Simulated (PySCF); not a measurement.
Molecule: `O=S1CCC1`, C3H6OS.

Geometry (Å), atoms numbered from 1 in this order:
```xyz
11

O     2.1715   -1.2727    0.0858
S     1.1156   -0.7196   -0.7550
C    -0.5444   -0.9932    0.0587
C    -0.8468    0.5014    0.0210
C     0.6036    0.9564   -0.1048
H    -0.3772   -1.3763    1.0613
H    -1.2172   -1.6454   -0.4899
H    -1.3756    0.8867    0.8934
H    -1.4169    0.7621   -0.8705
H     1.0903    1.1191    0.8526
H     0.8026    1.7842   -0.7784
```

Frames of a GFN2-xTB Langevin trajectory at 200 K; GIAO PBE0/pcSseg-1 shieldings in PySCF 2.14.0 with density-fitted response routines, gas phase, non-relativistic; equivalent atoms averaged within each frame.

Scale: ¹⁷O (336.08 ppm) vs H2O; ³³S (503.73 ppm) against CS2; TMS for ¹³C (186.93 ppm) and ¹H (31.72 ppm) (reference shieldings calculated alike). The references are static minima.

Question: How do the shifts (ppm) fluctuate along the trajectory?

Answer: 
```csv
time (fs),O1,S2,C3/C5,C4,H7/H11,H6/H10,H8,H9
optimised geometry,137.1,354,58.5,13.3,3.38,2.97,2.37,2.14
250,136.7,339,59.8,7.6,3.71,3.13,1.23,0.73
425,128.8,357,59.5,16.2,4.10,2.72,3.49,2.74
625,147.2,384,58.4,14.4,3.80,2.39,2.35,2.17
800,143.9,361,53.6,13.8,3.44,2.60,2.64,2.47
1000,145.4,375,55.5,18.1,3.19,2.58,2.76,3.22
mean of frames,140.4,363,57.4,14.0,3.65,2.69,2.50,2.26
standard deviation,7.6,18,2.7,4.0,0.35,0.28,0.82,0.94
```

5 frames give an uncertainty of the mean of about the standard deviation over 2.2 at best, since frames this close in time may not be independent; classical motion lacks zero-point vibration, and the reference would need the same averaging.
